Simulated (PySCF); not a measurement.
Gas-phase reaction: 2 CH3SH + C4H6 (butadiene) ⇌ 2 (CH3)2S + C2H2 (acetylene)

Method: PySCF energies plus ideal-gas RRHO corrections (1 bar). † marks an energy on the PBE0/def2-TZVP geometry and frequencies; other levels use their own. MP2 and CCSD(T) freeze the core. 6-31G* has spherical d functions here. All species are closed-shell singlets. MP2 isn't extrapolated to the basis-set limit; its ΔH°(298 K) is 95.8 kJ in def2-SVP and 76.0 kJ in def2-TZVPP. CCSD(T) isn't extrapolated to the basis-set limit; its ΔH°(298 K) is 112.9 kJ in def2-SVP and 91.3 kJ in def2-TZVPP. The harmonic model lacks anharmonicity and excited electronic states, which grow with temperature; levels with a mode under 35 cm⁻¹ are left out. Internal rotation in CH3SH, C4H6 (butadiene), (CH3)2S is treated as a harmonic vibration of one conformer, which makes the entropy rough.

| level | ΔE electronic, kJ | ΔH°(298 K), kJ | ΔS°(298 K), J/K | ΔG°(1200 K), kJ |
|---|---|---|---|---|
| BLYP/def2-TZVP† | 98 | 103 | -17 | 117 |
| CCSD(T)/def2-SVP† | 109 | 113 | -17 | 127 |
| CCSD(T)/def2-TZVPP† | 87 | 91 | -17 | 105 |
| HF/6-31G* | 85 | 90 | -19 | 108 |
| MP2/def2-SVP† | 92 | 96 | -17 | 110 |
| PBE/def2-SVP | 113 | 118 | -15 | 130 |
| PBE0/def2-TZVP | 95 | 99 | -17 | 113 |
| ωB97M-V/def2-TZVP† | 81 | 86 | -17 | 100 |
| ωB97X-V/def2-TZVP† | 82 | 87 | -17 | 100 |
ΔH° is lowest at ωB97M-V/def2-TZVP† and highest at PBE/def2-SVP. No reference value is set beside these.
